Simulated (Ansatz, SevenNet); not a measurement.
Lattice constant a (Å) of solids drawn from the class of elemental solids other than molecular ones, at two levels: the machine-learned potential SevenNet-l3i5 (trained on PBE and PBE+U data), and r²SCAN in Ansatz (PAW).

```json
[
 {"solid": "diamond-structure Si", "SevenNet-l3i5": "5.467", "r²SCAN": "5.444", "shift (%)": "-0.42"},
 {"solid": "bcc Nb", "SevenNet-l3i5": "3.321", "r²SCAN": "3.303", "shift (%)": "-0.54"},
 {"solid": "fcc Al", "SevenNet-l3i5": "4.038", "r²SCAN": "3.992", "shift (%)": "-1.14"},
 {"solid": "fcc Rh", "SevenNet-l3i5": "3.848", "r²SCAN": "3.800", "shift (%)": "-1.25"},
 {"solid": "fcc Ni", "SevenNet-l3i5": "3.512", "r²SCAN": "3.478", "shift (%)": "-0.97"},
 {"solid": "bcc V", "SevenNet-l3i5": "2.997", "r²SCAN": "2.982", "shift (%)": "-0.50"},
 {"solid": "diamond-structure Ge", "SevenNet-l3i5": "5.750", "r²SCAN": "5.675", "shift (%)": "-1.30"},
 {"solid": "bcc Fe", "SevenNet-l3i5": "2.843", "r²SCAN": "2.866", "shift (%)": "+0.81"},
 {"solid": "fcc Ir", "SevenNet-l3i5": "3.876", "r²SCAN": "3.844", "shift (%)": "-0.83"},
 {"solid": "grey tin (α-Sn)", "SevenNet-l3i5": "6.654", "r²SCAN": "6.566", "shift (%)": "-1.32"}
]
```

The shifts run from -1.32 % to +0.81 %, with a median of -0.90 %.

Of 10 rows, r²SCAN is the larger in 1 and the smaller in 9.

Ansatz's runs of these crystals have no spin polarisation, but for fcc Ni, bcc Fe. Meta-GGAs and exact exchange favour moments, which can bear on fcc Rh, fcc Ni, bcc V, bcc Fe.

Density-functional runs with spin start from parallel moments for fcc Ni, parallel moments for bcc Fe.

Spin–orbit coupling is left out, also for the solids with elements from indium on (fcc Ir, grey tin (α-Sn)); its size isn't shown.

Ansatz's density-functional and Hartree–Fock values are scalar-relativistic unless marked +SOC, with PAW data made under PBE.

Ansatz is a quantum-chemistry and plane-wave program.
